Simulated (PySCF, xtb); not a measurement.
dichloromethane cation (CH2Cl2), SMILES ClCCl (connectivity only; charge and spin as stated), charge +1, multiplicity 2.

Coordinates come from a TPSSh-D3(BJ)/def2-TZVP optimisation. The multiplicity is an assumed one; other spin states were not compared.

The numbers are results of C-PCM-PBE0/def2-SVP run with PySCF, not measurements.

The values are the electrostatic part of the solvation free energy, E(continuum) − E(gas) at the gas-phase geometry, in a cavity of scaled van der Waals radii (PySCF's table); cavitation and dispersion terms are not included.

| solvent | ε | ΔG(elec) (kcal/mol) |
|---|---|---|
| water | 78.36 | ___ |
| chloroform | 4.71 | -51.5 |
| n-hexane | 1.88 | -30.5 |

Question: Fill in the missing entries. (Estimate from the structure and the level; the computed values follow.)

Answer: 
- water, ΔG(elec) (kcal/mol): -64.7

For comparison, GFN2-xTB/ALPB(water) (xtb, at the GFN2-xTB geometry, all terms of that model) gives -65.8 kcal/mol.
